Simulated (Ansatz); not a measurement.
# BeH (quartet): wave-function methods side by side, def2-QZVPP

An exercise on one series of results from a longer session: the logs are not shown, and one member is left open.

Computed with Ansatz 0.2.0, Gaussian basis. Level: def2-QZVPP, core rule «outside noble gas», up to 1 orbitals frozen.

To be run: UHF; ROHF; CCSD(T) on UHF.

2 further runs of the same task are left out: 2 set aside as unsound or not needed.

## What is computed

The geometry is a PBE0/def2-TZVP stationary point (not a proven minimum) of the parent state, kept for this charge and spin.

2 atoms, charge 0, spin multiplicity 4.

Atoms are counted from 1 here; the program's logs count them from 0.

Bond lengths: Be1–H2 1.356 Å.

The first run:

Input file in.yaml:

```yaml
crystal:
  periodic: [false, false, false]
  atoms:
    - {symbol: Be, position_ang: [0.000000, 0.000000, 0.000000]}
    - {symbol: H, position_ang: [0.000000, 0.000000, 1.356000]}
basis:
  gaussian: {orbitals: "def2-QZVPP.json"}
magnetization: {spin_polarized: true, initial_magnetization: 3}
hamiltonian: {xc: hf}
output: {orbitals: {seedname: orbitals}}
```

Command:

```
$ ansatz run in.yaml --threads 1 --pin off --events-out ev --progress --plain --max-ram 2393MiB
```

Steps of the session up to this table: UHF; ROHF; CCSD(T) on UHF.

One table of the session follows, with a row left open; its other results are not shown here.

```
  method  from UCCSD(T) (meV)
    ROHF               +308.6
     UHF                    ?
    UMP2               +108.0
   UCCSD                 +1.8
UCCSD(T)                    0
```

Q: Estimate the row for UHF from the others.

As computed: from UCCSD(T) (meV): +307.9. In the column «from UCCSD(T) (meV)» it lies between UMP2 (+108.0) and ROHF (+308.6).
